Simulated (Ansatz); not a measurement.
Input file:

```yaml
crystal:
  periodic: [false, false, false]
  atoms:
    - {symbol: N, position_ang: [0.000000, 0.000000, 0.000000]}
    - {symbol: H, position_ang: [0.000000, 0.000000, 1.073600]}
basis:
  gaussian: {orbitals: aug-cc-pVDZ}
total_charge: -1
magnetization: {spin_polarized: true, initial_magnetization: 3}
hamiltonian: {xc: {name: wB97M-V}}
output: {orbitals: {seedname: orbitals}}
```

```sh
$ ansatz run in.yaml --threads 1 --pin off --events-out ev --progress --plain --max-ram 4096MiB --backend cpu
```

The program prints:

```
  # Of w^i u^j: cxij and so on, Table III.
  gx(w, u) = 1 - cx + cx01*u + cx10*w
  gss(w, u) = css00 + css04*u^4 + css10*w + css20*w^2 + css43*w^4*u^3
  gos(w, u) = cos00 + cos10*w + (cos20 + cos21*u)*w^2 + (cos60 + cos61*u)*w^6
      + integral(e_c_pw_mod_opposite_spin*gos(b97_w_opposite, b97_u_opposite)) + vv10(b, c)
296 factors; their error is unknown
122 factors; integrals over basis functions are off by at most 1.3e-5 eV
mean field evaluation 1: about -1496.0965 eV, gradient 2.7e1 eV
mean field evaluation 2: about -1499.4253 eV, gradient 2.1e1 eV
mean field evaluation 4: about -1501.3360 eV, gradient 4.1e-1 eV
mean field evaluation 8: about -1501.3572 eV, gradient 1.2e-1 eV
mean field evaluation 16: about -1501.3574 eV, gradient 6.8e-5 eV
mean field -1501.35739048 eV, -55.1738664435 hartree, gradient 6.8e-5 eV, S^2 3.754870; 0 other end points of the search recorded, 0 dependent functions left out
reference -1501.35741555 eV, -55.1738673648 hartree; 6, 3 occupied and 26, 29 virtual orbitals, 296 factors
Total energy: -1501.35741555 eV, -55.1738673648 hartree
```

Ran on 1 thread of AMD EPYC 7R13, shared host: 0.85 s wall, 0.14 GiB peak host memory.
